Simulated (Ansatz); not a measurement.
Se, triplet in def2-SVPD: errors against full CI

A free Se atom.

Basis def2-SVPD; Ansatz 0.2.0. Correlated methods freeze the noble-gas cores and the filled d shells of p-block atoms, which leaves 6 electrons in 27 orbitals. R marks a restricted (for open shells ROHF) determinant. No spin–orbit coupling is included, and no scalar relativity.

Full CI is exact within this basis and frozen core; it isn't the basis-set limit.

The UHF ⟨S²⟩ is 2.008, the T1 diagnostic (RCCSD) is 0.0142 and the largest doubles amplitude (RCCSD) is 0.035.

Task: From what is known of these methods and the diagnostics, rank them by the size of their error in total energy against full CI in def2-SVPD, smallest first (an estimate: the text doesn't fix the numbers).
A. RMP2
B. RCCSD(T)
C. RHF
D. RCCSD

Result: B (1.3 kJ/mol), D (5.9 kJ/mol), A (47.5 kJ/mol), C (263.3 kJ/mol).

All errors are against full CI in def2-SVPD. Within each family the higher level lies nearer, as is usual though not guaranteed.

Natural occupations of full CI about the gap: 1.962 1.952 0.993 0.993 0.017 0.015 0.015 0.012 0.012 0.011; effectively unpaired electrons, Σ n²(2−n)², 2.02.
